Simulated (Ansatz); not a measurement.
C3H5NS, SMILES C1=NCCS1, a ladder of methods at one geometry

Computed with the Python package of Ansatz (0.2.0).

The script, `methods_c3h5ns.py`:
```python
from pathlib import Path
import warnings

import ansatz as az
import numpy as np
from rdkit import Chem
from rdkit.Chem import AllChem


def main() -> None:
    warnings.simplefilter("ignore", az.DeckWarning)

    rd = Chem.AddHs(Chem.MolFromSmiles("C1=NCCS1"))
    AllChem.EmbedMolecule(rd, randomSeed=223)
    AllChem.UFFOptimizeMolecule(rd)
    system = az.Crystal.molecule()
    for atom, xyz in zip(rd.GetAtoms(), rd.GetConformer().GetPositions()):
        system = system.atom(atom.GetSymbol(), xyz.round(5).tolist())

    calc = (
        system.calculation()
        .basis(gaussian="def2-SVP")
        .scf(lower_state_search="off")
    )

    print("functional    E (Ha)        dipole (D)   HOMO (eV)  LUMO (eV)")
    for name in ["cam_b3lyp", "pbe", "r2scan", "hse06", "revpbe", "blyp"]:
        summary = calc.functional(name).forces().orbitals().run(threads=1, pin="off", runs_dir="runs").report
        lines = Path(summary["orbitals_path"]).read_text().splitlines()
        field_of = lambda key: [line.split("=")[1].strip() for line in lines if line.startswith(key)]
        orbitals = [(27.211386 * float(e), s, float(n)) for e, s, n in zip(field_of("Ene="), field_of("Spin="), field_of("Occup="))]
        homo = max(e for e, _, n in orbitals if n > 0.5)
        lumo = min(e for e, _, n in orbitals if n < 0.5)
        dipole = 4.803205 * np.linalg.norm(summary["charge_distribution"]["dipole_moment_e_ang"])
        print(f"{name:10s} {summary['free_energy_ev'] / 27.211386246:14.6f} {dipole:9.3f} {homo:11.3f} {lumo:10.3f}")


if __name__ == "__main__":
    main()
```

```console
$ python methods_c3h5ns.py
functional    E (Ha)        dipole (D)   HOMO (eV)  LUMO (eV)
cam_b3lyp     -569.908409     1.284      -7.797      1.044
pbe           -569.610979     1.291      -5.368     -1.246
r2scan        -569.869176     1.348      -5.653     -1.136
hse06         -569.641115     1.323      -6.166     -0.634
revpbe        -569.880544     1.278      -5.346     -1.191
blyp          -569.915060     1.247      -5.161     -1.037
```

These settings explore the input space; basis and method may be short of convergence. The geometry is a force-field or estimated start, not a minimum of this method, and the basis set is short of its limit. A lower total doesn't mark the better method: functionals have no common bound, and MP2 and coupled cluster aren't variational. Levels such as HOMO and LUMO are orbital energies: with these approximate functionals they aren't the ionisation energy and electron affinity, and their gap isn't the fundamental gap. hse06 follows the composition of plane-wave codes, whose totals differ by tens of mHa, up to about 0.1 Ha, from the form usual in Gaussian-basis programs (wpbeh). It ran for 10 s on 1 thread of Intel(R) Xeon(R) 6975P-C (Granite Rapids), with other jobs on the host, peak memory 0.31 GiB.

(Lines on the test bed's own set-up are left out of the output.)
